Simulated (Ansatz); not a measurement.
We consider fluorite CdF2, described by r²SCAN50 (Ansatz, a program for electronic structure, PAW).

Numerical settings: plane-wave cutoff 520 eV, 8×8×8 k mesh, Fermi–Dirac smearing 0.01 eV, scalar-relativistic PAW data made under PBE.

The cell has the measured lattice: a = 5.388 Å, b = 5.388 Å, c = 5.388 Å, α = 90.00°, β = 90.00°, γ = 90.00°.

### Question
Predict the band gap and smallest direct gap on the k points sampled.

### Answer

band gap: 9.17 eV (on the SCF k mesh)
smallest direct gap on the k points sampled: 9.83 eV

Measured, for comparison: band gap 7.8 eV (temperature not stated, no zero-point or thermal correction, indirect W–Γ; as tabulated in Cappellini et al. (2013), arXiv:1302.2571).

Note: cell and atoms aren't relaxed at this level (pressure -3.4 GPa).

Spin–orbit coupling is not included.

Computing time: very roughly 4 core-minutes.
